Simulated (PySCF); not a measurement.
## F: ionisation energy

F [He] 2s2 2p5 (2P) → F⁺ [He] 2s2 2p4 (3P), as a difference of total energies. Calculation: PySCF 2.14, in jorge-DZP-DKH (4s2p1d, 15 functions); scalar relativity by spin-free X2C-1e. Correlated levels: valence: 1s2 frozen. The calculations carry no spin-orbit coupling.

```json
{"method": "UHF", "ionisation energy (eV)": "15.684", "error (eV)": "-1.743"}
{"method": "LDA", "ionisation energy (eV)": "17.831", "error (eV)": "+0.404"}
{"method": "M06-2X", "ionisation energy (eV)": "17.500", "error (eV)": "+0.073"}
{"method": "MP2 (valence)", "ionisation energy (eV)": "16.844", "error (eV)": "-0.583"}
{"method": "SCS-MP2 (valence)", "ionisation energy (eV)": "16.787", "error (eV)": "-0.640"}
{"method": "CCSD (valence)", "ionisation energy (eV)": "16.774", "error (eV)": "-0.653"}
{"method": "CCSD(T) (valence)", "ionisation energy (eV)": "16.795", "error (eV)": "-0.632"}
```

Reference: 17.427 eV (measured; NIST levels, between the centres of gravity of the two terms).

Errors of the correlated levels include the incompleteness of this basis and the frozen core.
